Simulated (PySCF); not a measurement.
A calculation to check before its numbers are used.

A core-ionisation job on C5H7P, SMILES `C#CP1CCC1`. Method: delta-SCF UKS SCAN, pcX-2 on the ionised atom, pcseg-1 elsewhere, spin-free X2C in PySCF 2.14.0.

Driver input (Å, GFN2-xTB geometry):

```
{"job": {"kind": "xps"}, "charge": 0, "multiplicity": 1}
C      2.6945     0.7518     0.0588
C      1.7802     0.1708    -0.4639
P      0.5692    -0.7562    -1.3601
C     -0.4738    -1.2490     0.1305
C     -1.1552     0.1249     0.1647
C     -0.8027     0.5333    -1.2712
H      3.4616     1.2770     0.5497
H      0.0717    -1.5435     1.0256
H     -1.1645    -2.0479    -0.1444
H     -0.6640     0.7808     0.8834
H     -2.2233     0.1041     0.3887
H     -0.5027     1.5691    -1.4216
H     -1.5953     0.2856    -1.9789
```

Output:

```
ground state, core basis on atom 0 (C), 154 functions
  cycle   1  E = -536.60724210  |g| = 5.48e-01
  cycle   2  E = -536.52183700  |g| = 7.67e-01
  cycle   3  E = -536.68174358  |g| = 1.70e-01
  cycle   4  E = -536.68738942  |g| = 9.04e-02
  cycle   5  E = -536.68945589  |g| = 2.29e-02
  cycle   6  E = -536.68959794  |g| = 7.81e-03
  cycle   7  E = -536.68961735  |g| = 2.24e-03
  cycle   8  E = -536.68961780  |g| = 5.24e-04
  cycle   9  E = -536.68961865  |g| = 1.36e-04
  E(ground) = -536.72165528 Eh
hole in C 1s of atom 0
  cycle   1  E = -525.44901517  |g| = 1.51e+00
  cycle   2  E = -522.88415306  |g| = 2.43e+00
  cycle   3  E = -525.69981981  |g| = 7.11e-01
  cycle   4  E = -525.88714993  |g| = 5.32e-01
  cycle   5  E = -526.00509517  |g| = 2.56e-01
  cycle   6  E = -526.03641625  |g| = 4.69e-02
  cycle   7  E = -526.03769201  |g| = 1.71e-02
  cycle   8  E = -526.03792523  |g| = 1.17e-02
  cycle   9  E = -526.03808709  |g| = 5.70e-03
  cycle  10  E = -526.03818585  |g| = 2.67e-03
  cycle  11  E = -526.03819967  |g| = 1.80e-03
  cycle  12  E = -526.03820368  |g| = 5.12e-04
  cycle  13  E = -526.03820278  |g| = 2.17e-04
  E(ion) = -526.06870459 Eh   <S^2> = 0.8284   hole on atom = 1.000   binding energy = 289.882 eV
ground state, core basis on atom 1 (C), 154 functions
  cycle   1  E = -536.68963179  |g| = 6.58e-02
  cycle   2  E = -536.68748055  |g| = 9.66e-02
  cycle   3  E = -536.68935917  |g| = 4.71e-02
  cycle   4  E = -536.68994708  |g| = 5.59e-03
  cycle   5  E = -536.68995835  |g| = 6.26e-04
  cycle   6  E = -536.68995678  |g| = 2.92e-04
  E(ground) = -536.72193166 Eh
hole in C 1s of atom 1
  cycle   1  E = -525.44695594  |g| = 1.51e+00
  cycle   2  E = -524.00486060  |g| = 2.14e+00
  cycle   3  E = -525.87256760  |g| = 5.15e-01
  cycle   4  E = -525.92906850  |g| = 3.83e-01
  cycle   5  E = -525.99928439  |g| = 2.26e-01
  cycle   6  E = -526.02406854  |g| = 6.67e-02
  cycle   7  E = -526.02666901  |g| = 2.36e-02
  cycle   8  E = -526.02720017  |g| = 1.02e-02
  cycle   9  E = -526.02745793  |g| = 7.06e-03
  cycle  10  E = -526.02768942  |g| = 3.77e-03
  cycle  11  E = -526.02773239  |g| = 2.03e-03
  cycle  12  E = -526.02774204  |g| = 9.42e-04
  cycle  13  E = -526.02774450  |g| = 5.78e-04
  cycle  14  E = -526.02774394  |g| = 4.11e-04
  E(ion) = -526.05853337 Eh   <S^2> = 0.8611   hole on atom = 1.000   binding energy = 290.166 eV
ground state, core basis on atom 2 (P), 165 functions
  cycle   1  E = -536.80533160  |g| = 3.41e-01
  cycle   2  E = -536.80397995  |g| = 8.25e-02
  cycle   3  E = -536.79541718  |g| = 1.97e-01
  cycle   4  E = -536.80561417  |g| = 2.33e-02
  cycle   5  E = -536.80577802  |g| = 3.78e-03
  cycle   6  E = -536.80577830  |g| = 1.32e-03
  cycle   7  E = -536.80578069  |g| = 2.39e-04
  E(ground) = -536.80643088 Eh
hole in P 1s of atom 2
  cycle   1  E = -456.63533998  |g| = 4.72e+00
  cycle   2  E = -456.12593671  |g| = 2.47e+00
  cycle   3  E = -455.77101267  |g| = 1.76e+00
  cycle   4  E = -457.60418275  |g| = 5.35e-01
  cycle   5  E = -457.62349588  |g| = 5.50e-01
  cycle   6  E = -457.78036477  |g| = 1.01e-01
  cycle   7  E = -457.78565035  |g| = 2.72e-02
  cycle   8  E = -457.78604205  |g| = 6.98e-03
  cycle   9  E = -457.78605276  |g| = 5.81e-03
  cycle  10  E = -457.78607250  |g| = 9.72e-04
  cycle  11  E = -457.78607278  |g| = 4.86e-04
  E(ion) = -457.78804796 Eh   <S^2> = 0.7524   hole on atom = 1.000   binding energy = 2150.200 eV
hole in P 2p of atom 2
  cycle   1  E = -531.37616708  |g| = 1.40e+00
  cycle   2  E = -530.71862617  |g| = 1.57e+00
  cycle   3  E = -531.43939533  |g| = 7.51e-01
  cycle   4  E = -531.71333447  |g| = 3.29e-01
  cycle   5  E = -531.75907207  |g| = 1.43e-01
  cycle   6  E = -531.76968034  |g| = 3.15e-02
  cycle   7  E = -531.77016187  |g| = 9.45e-03
  cycle   8  E = -531.77020026  |g| = 4.33e-03
  cycle   9  E = -531.77021080  |g| = 2.01e-03
  cycle  10  E = -531.77021269  |g| = 7.36e-04
  cycle  11  E = -531.77021378  |g| = 4.62e-04
  E(ion) = -531.78125919 Eh   <S^2> = 0.7538   hole on atom = 1.002   binding energy = 136.742 eV
  2p3/2 = 136.533 eV   2p1/2 = 137.428 eV
ground state, core basis on atom 3 (C), 154 functions
  cycle   1  E = -536.68665576  |g| = 7.02e-02
  cycle   2  E = -536.68612724  |g| = 5.91e-02
  cycle   3  E = -536.68698109  |g| = 2.56e-02
  cycle   4  E = -536.68715254  |g| = 9.02e-03
  cycle   5  E = -536.68717462  |g| = 2.03e-03
  cycle   6  E = -536.68717619  |g| = 8.43e-04
  cycle   7  E = -536.68717598  |g| = 1.71e-04
  E(ground) = -536.71834469 Eh
hole in C 1s of atom 3
  cycle   1  E = -525.43341236  |g| = 1.52e+00
  cycle   2  E = -524.34647904  |g| = 2.04e+00
  cycle   3  E = -525.89926345  |g| = 4.82e-01
  cycle   4  E = -525.87035066  |g| = 4.92e-01
  cycle   5  E = -526.01003818  |g| = 1.39e-01
  cycle   6  E = -526.01975974  |g| = 3.66e-02
  cycle   7  E = -526.02055456  |g| = 1.02e-02
  cycle   8  E = -526.02062135  |g| = 3.96e-03
  cycle   9  E = -526.02063519  |g| = 1.87e-03
  cycle  10  E = -526.02063860  |g| = 1.26e-03
  cycle  11  E = -526.02064097  |g| = 6.31e-04
  cycle  12  E = -526.02064274  |g| = 3.31e-04
  E(ion) = -526.05123090 Eh   <S^2> = 0.7756   hole on atom = 1.000   binding energy = 290.267 eV
ground state, core basis on atom 4 (C), 154 functions
  cycle   1  E = -536.68706854  |g| = 5.83e-02
  cycle   2  E = -536.68696100  |g| = 2.70e-02
  cycle   3  E = -536.68690458  |g| = 2.99e-02
  cycle   4  E = -536.68712480  |g| = 1.04e-02
  cycle   5  E = -536.68715435  |g| = 1.39e-03
  cycle   6  E = -536.68715505  |g| = 2.76e-04
  E(ground) = -536.71832875 Eh
hole in C 1s of atom 4
  cycle   1  E = -525.43567185  |g| = 1.51e+00
  cycle   2  E = -524.53000289  |g| = 1.96e+00
  cycle   3  E = -525.93393090  |g| = 3.92e-01
  cycle   4  E = -525.93835243  |g| = 3.42e-01
  cycle   5  E = -525.99832011  |g| = 1.22e-01
  cycle   6  E = -526.00547780  |g| = 3.80e-02
  cycle   7  E = -526.00626029  |g| = 9.87e-03
  cycle   8  E = -526.00632015  |g| = 2.92e-03
  cycle   9  E = -526.00632787  |g| = 1.31e-03
  cycle  10  E = -526.00632890  |g| = 6.38e-04
  cycle  11  E = -526.00632959  |g| = 2.18e-04
  E(ion) = -526.03683489 Eh   <S^2> = 0.7705   hole on atom = 1.000   binding energy = 290.658 eV
```

The program numbers atoms from 0. E(ground) and E(ion) are re-evaluated on a finer grid than the cycles, so they differ from the last cycles; that is no fault. The 2p3/2 and 2p1/2 values come from a spin–orbit splitting computed afterwards; their 2:1 mean is the average over the three 2p orbitals and can differ from the one hole solved.

Problem. Do all binding energies of this run deserve the same trust?

Solution. No. Every hole passed the driver's convergence checks (|g| < 5e-4, core orbital emptied to over 0.9), but ⟨S²⟩ is 0.861 for C1s on atom 1, against 0.75 for a pure doublet, so the unrestricted ion state holds higher spin components.

Problem. What would you do next?

Solution. Recompute such holes with a restricted open-shell or spin-projected scheme and compare; until then these binding energies are doubtful.
